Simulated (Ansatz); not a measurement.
Two shapes of doublet CH₃O.

Shape 1:

```xyz
5

C     0.0811   -0.0141   -0.6705
O     0.0237   -0.0937    0.6556
H    -0.0319    0.8123    1.0183
H     0.0846   -1.0133   -1.1106
H    -0.4309    0.8418   -1.2370
```

Shape 2:

```xyz
5

C     0.0420   -0.0433   -0.7312
O     0.0237   -0.0517    0.7296
H    -0.0405    0.9259    1.0771
H     0.0454   -1.1182   -1.2151
H    -0.4466    0.8651   -1.3110
```

Basis set: cc-pVDZ (spherical functions). Correlated methods keep 2 orbitals frozen. Charge 0, multiplicity 2.

Computed with Ansatz (development build ahead of 0.2.0); each method stands on the lowest determinant of its kind that the runs found.

Q: Which shape is lower in energy, and by how much in each method?

A:

```
 method  E(2) − E(1) (eV)
    UHF             0.626
UHF-MP2             0.451
```

Shape 1 is lower.
